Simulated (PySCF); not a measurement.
Species: trans 3-chloropropionitrile, C3H4ClN.
SMILES with atom numbers: `[N:1]#[C:2][CH2:3][CH2:4][Cl:5]` (hydrogens: H6, H7 on C3; H8, H9 on C4)

Geometry (PBE0-D3(BJ)/def2-SVP, Å), atoms numbered from 1 in this order:
```xyz
9
C3H4ClN angstrom
N      1.6624   -2.0795   -0.3368
C      0.7618   -1.3915   -0.1041
C     -0.3504   -0.4926    0.1787
C      0.0144    0.9579   -0.1146
Cl    -1.3706    2.0191    0.2314
H     -0.6419   -0.6014    1.2352
H     -1.2193   -0.7918   -0.4284
H      0.2874    1.0916   -1.1698
H      0.8562    1.2880    0.5085
```

Computed, not measured: core-valence-separated Tamm–Dancoff BHandHLYP/aug-pcX-1 (pcseg-1 on H, def2-SVPD on Cl) in PySCF, non-relativistic, gas phase, PBE0-D3(BJ)/def2-SVP geometry. Absolute energies from this functional tend to lie a few eV below measured edges; no shift was applied.

Give energies, oscillator strengths and core holes at the C K edge.

| E (eV) | f | core hole on | main final orbital | polarisation |
| --- | --- | --- | --- | --- |
| 284.01 | 0.0614 | C2 | spread | across the triple bond |
| 284.11 | 0.0646 | C2 | LUMO+5 (64 %) | across the triple bond |
| 285.26 | 0.0663 | C4 | spread | – |
| 286.57 | 0.0137 | C3 | LUMO (74 %) | – |
| 287.01 | 0.0008 | C2 | LUMO (55 %) | – |
| 287.13 | 0.0210 | C3 | LUMO+5 (54 %) | – |
| 287.43 | 0.0009 | C3 | LUMO+1 (52 %) | – |
| 287.62 | 0.0172 | C4 | LUMO (50 %) | – |
| 288.07 | 0.0347 | C4 | LUMO+3 (48 %) | – |
| 288.10 | 0.0301 | C3 | spread | – |
| 288.14 | 0.0041 | C2 | LUMO+1 (65 %) | across the triple bond |
| 288.22 | 0.0130 | C3 | LUMO+3 (37 %) | – |
| 288.38 | 0.0299 | C4 | LUMO+4 (33 %) | – |
| 288.38 | 0.0006 | C2 | LUMO+3 (88 %) | – |
| 288.44 | 0.0062 | C3 | LUMO+2 (34 %) | – |

The first line with a tenth or more of the strongest one's intensity is at 284.01 eV (f = 0.061), with the hole on C2 (nitrile carbon), polarised across the triple bond: a 1s→π* resonance. The strongest listed is at 285.26 eV (f = 0.066; C4).

List the nitrogen K-edge absorption lines.

| E (eV) | f | core hole on | main final orbital | polarisation |
| --- | --- | --- | --- | --- |
| 397.19 | 0.0634 | N1 | spread | across the triple bond |
| 397.44 | 0.0634 | N1 | LUMO+5 (66 %) | across the triple bond |
| 401.01 | 0.0005 | N1 | LUMO (50 %) | – |
| 402.08 | 0.0005 | N1 | LUMO+1 (57 %) | – |
| 402.27 | 0.0003 | N1 | LUMO+3 (86 %) | – |
| 402.41 | 0.0022 | N1 | LUMO+2 (30 %) | along the triple bond |
| 402.76 | 0.0002 | N1 | LUMO+2 (43 %) | – |

The first line with a tenth or more of the strongest one's intensity is at 397.19 eV (f = 0.063), with the hole on N1 (nitrile nitrogen), polarised across the triple bond: a 1s→π* resonance. The strongest listed is at 397.44 eV (f = 0.063; N1).

Roots within 0.03 eV whose holes lie on the same, on equivalent or on shared atoms are summed into one line, and the highest roots are left out, as the search may have cut off their partners. Final orbitals are the ground state's empty Kohn–Sham orbitals. A dash: too weak, shared between unlike atoms, or no plane or axis to refer to.

What is the summed oscillator strength of the listed C K lines, and their intensity-weighted mean energy?

Σf = 0.364 over 15 lines from 284.01 to 288.44 eV; the weighted mean is 286.08 eV. The strongest line holds 18 % of the sum.

The ionisation thresholds weren't computed; near and above them a finite basis only mimics Rydberg series and continuum.

On one thread, Intel Xeon at 2.50 GHz (x86_64), no GPU, on a shared host, this took 24 s wall and 0.74 GiB of memory at its peak.

One conformer stands for the species.
